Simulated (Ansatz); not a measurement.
Ansatz (a program for electronic structure) input (MP2/6-31G*):

Ansatz 0.2 input:
```yaml
crystal:
  periodic: [false, false, false]
  atoms:
    - {symbol: C, position_ang: [0.02216329, 1.27259407, -0.25454176]}
    - {symbol: O, position_ang: [0.03476913, 0.00145880, 0.52664644]}
    - {symbol: C, position_ang: [0.00976330, -1.27429895, -0.24666827]}
    - {symbol: H, position_ang: [0.07084685, 2.06943035, 0.48062170]}
    - {symbol: H, position_ang: [0.91860218, 1.24270488, -0.86432977]}
    - {symbol: H, position_ang: [-0.88570640, 1.30663167, -0.85134996]}
    - {symbol: H, position_ang: [0.05070786, -2.06701103, 0.49340913]}
    - {symbol: H, position_ang: [-0.89841275, -1.30318417, -0.84328195]}
    - {symbol: H, position_ang: [0.90643236, -1.25691049, -0.85660244]}
    - {symbol: H, position_ang: [-0.63218269, 0.00689771, 1.23562197]}
basis:
  gaussian:
    orbitals: 6-31G*
total_charge: 1
magnetization: {spin_polarized: false}
correlation: {method: mp2, electrons: outside_noble_gas}
relax: {f_tol: 0.003, max_steps: 120}
```

From the last part of the output:

```
densities: 0.09 GiB planned
second order -11.82400449 eV of doubles, -0.00000000 eV of singles
the calculation of the forces begins
relax step   4: F+E_penalty+E_count = -4212.72888233 eV  Δ(F+E_penalty+E_count) = -7.458e-5 eV  max|allowed force component| = 1.281e-2 eV/Å  Δτ_max = 0.0029 Å  (38 SCF iters, accepted)
these checks for a lower state are left out or cut short: starts, cluster_reference, orbital_swaps, neighbouring_geometries, increment
integrals: 0.02 GiB planned
707 factors; integrals over basis functions are off by at most 3.6e-4 eV
mean field: 0.10 GiB planned
mean field -4200.90514535 eV, -154.3804166159 hartree, gradient 9.7e-7 eV, S^2 0.000000; 0 other end points of the search recorded, 0 dependent functions left out
3 core orbitals not correlated
reference -4200.90514535 eV, -154.3804166159 hartree; 10, 10 occupied and 46, 46 virtual orbitals, 707 factors
densities: 0.09 GiB planned
second order -11.82375625 eV of doubles, -0.00000000 eV of singles
the calculation of the forces begins
relax step   5: F+E_penalty+E_count = -4212.72890160 eV  Δ(F+E_penalty+E_count) = -1.927e-5 eV  max|allowed force component| = 3.322e-3 eV/Å  Δτ_max = 0.0045 Å  (38 SCF iters, accepted)
these checks for a lower state are left out or cut short: starts, cluster_reference, orbital_swaps, neighbouring_geometries, increment
integrals: 0.02 GiB planned
707 factors; integrals over basis functions are off by at most 3.6e-4 eV
mean field: 0.10 GiB planned
mean field -4200.90511007 eV, -154.3804153195 hartree, gradient 1.1e-6 eV, S^2 0.000000; 0 other end points of the search recorded, 0 dependent functions left out
3 core orbitals not correlated
reference -4200.90511007 eV, -154.3804153195 hartree; 10, 10 occupied and 46, 46 virtual orbitals, 707 factors
densities: 0.09 GiB planned
second order -11.82379299 eV of doubles, -0.00000000 eV of singles
the calculation of the forces begins
mean field evaluation 64: about -4200.9051 eV, gradient 1.1e-6 eV
relax step   6: F+E_penalty+E_count = -4212.72890307 eV  Δ(F+E_penalty+E_count) = -1.469e-6 eV  max|allowed force component| = 1.318e-3 eV/Å  Δτ_max = 0.0012 Å  (29 SCF iters, accepted)
these checks for a lower state are left out or cut short: cluster_reference
integrals: 0.02 GiB planned
707 factors; integrals over basis functions are off by at most 3.6e-4 eV
mean field: 0.10 GiB planned
mean field -4200.90511007 eV, -154.3804153195 hartree, gradient 1.1e-6 eV, S^2 0.000000; 1 other end points of the search recorded, 0 dependent functions left out
3 core orbitals not correlated
reference -4200.90511007 eV, -154.3804153195 hartree; 10, 10 occupied and 46, 46 virtual orbitals, 707 factors
densities: 0.09 GiB planned
second order -11.82379299 eV of doubles, -0.00000000 eV of singles
the calculation of the forces begins
Total energy: -4212.72890307 eV, -154.8149316976 hartree
Atom 0 at     0.022962     1.268163    -0.255226 Å, force    -0.001152    -0.000026     0.001102 eV/Å
Atom 1 at     0.052209     0.001411     0.538811 Å, force     0.000330    -0.000001     0.000067 eV/Å
Atom 2 at     0.010605    -1.269880    -0.247380 Å, force    -0.001152     0.000044     0.001101 eV/Å
Atom 3 at     0.069830     2.069770     0.477391 Å, force     0.000212     0.000187    -0.000227 eV/Å
Atom 4 at     0.920114     1.236166    -0.866928 Å, force     0.000136    -0.000532     0.000058 eV/Å
Atom 5 at    -0.889080     1.290048    -0.849928 Å, force     0.000188     0.000065    -0.000306 eV/Å
Atom 6 at     0.049688    -2.067361     0.490180 Å, force     0.000210    -0.000190    -0.000226 eV/Å
Atom 7 at    -0.901625    -1.286560    -0.841962 Å, force     0.000187    -0.000068    -0.000306 eV/Å
Atom 8 at     0.908008    -1.250403    -0.859241 Å, force     0.000141     0.000531     0.000055 eV/Å
Atom 9 at    -0.645727     0.006958     1.233809 Å, force     0.000900    -0.000008    -0.001318 eV/Å
Dipole moment:    -0.257916     0.001560     0.098382 e Å
Checks for a lower state left out: cluster_reference
```

The dipole moment of an ion depends on the origin.
